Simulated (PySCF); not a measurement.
A PySCF script (with the pyscf-properties extension) for the NMR shieldings of `[SiH3-]`, [H$_{3}$Si]-, on a GFN2-xTB geometry:

```python
import basis_set_exchange as bse
import numpy as np
from pyscf import gto, dft
from pyscf.prop import nmr

atoms = """
Si    0.002561    0.001194   -0.005693
H    -0.434887    0.973861   -0.067936
H     1.065336   -0.107490   -0.005060
H    -0.622776   -0.862792    0.055835
"""
names = dict.fromkeys(["Si", "H"], "pcSseg-1")
basis = {el: gto.basis.parse(bse.get_basis(n, elements=[el], fmt="nwchem")) for el, n in names.items()}
mol = gto.M(atom=atoms, basis=basis, charge=-1, verbose=0)
mf = dft.RKS(mol, xc="PBE0")
mf.grids.level = 2
mf.grids.alignment = dft.numint.BLKSIZE   # the property module wants whole blocks of grid points
mf.conv_tol = 1e-9
mf.kernel()

calc = nmr.RKS(mf)   # GIAO
C = mf.mo_coeff
Co = C[:, mf.mo_occ > 0]
resp = mf.gen_response(singlet=True, hermi=2)
def vind(x):   # induced exchange potential for any number of trial vectors
    d = np.einsum("pi,xij,qj->xpq", C, 2 * x.reshape(-1, C.shape[1], Co.shape[1]), Co, optimize=True)
    return np.einsum("xpq,pi,qj->xij", resp(d - d.transpose(0, 2, 1)), C, Co, optimize=True).ravel()
mo1, _ = nmr.rhf.solve_mo1(calc, with_cphf=vind)
sigma = calc.kernel(mo1)
for i, s in enumerate(sigma):   # ppm
    print("%2d %-2s %9.2f" % (i, mol.atom_pure_symbol(i), np.trace(s) / 3))
```

Question: What does it print?

Answer: 
```
 0 Si    702.61
 1 H      38.56
 2 H      38.56
 3 H      38.56
```

These numbers come from an equivalent density-fitted implementation of the same equations, which agrees with the script to about 0.01 ppm for H and up to a few tenths of a ppm for heavy atoms, so last digits may differ.

Size and cost of the density-fitted run: 39 basis functions, 1.3 s wall time on 1 thread of an Arm Neoverse V1, shared host.
